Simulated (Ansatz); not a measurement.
Basis-set extrapolation for `BNC` (PBE0-D4/def2-TZVP geometry, frozen core, Ansatz). Multiplicity 1, RHF reference.

```csv
,def2-TZVPP,def2-QZVPP
HF,-120.567788,-120.573973
MP2 correlation,-0.498718,-0.531391
CCSD(T) correlation,-0.552557,not run
```

Energies in hartree. Use E(X) = E(∞) + A·exp(−7.88·√X) for Hartree–Fock and E(X) = E(∞) + B·X^(−2.97) for correlation, with X = 3 and 4, and add CCSD(T) minus MP2 of the smaller set to the MP2 limit.

What is the CCSD(T) energy at the basis-set limit?

HF limit: -120.573973 + (-0.006185) × 0.13774 = -120.57482. MP2 limit: -0.531391 + (-0.032673) × 0.74074 = -0.55559. Higher-order term: -0.552557 − (-0.498718) = -0.05384. Total: -121.18425 hartree, 167.8 kJ/mol below CCSD(T)/def2-TZVPP.
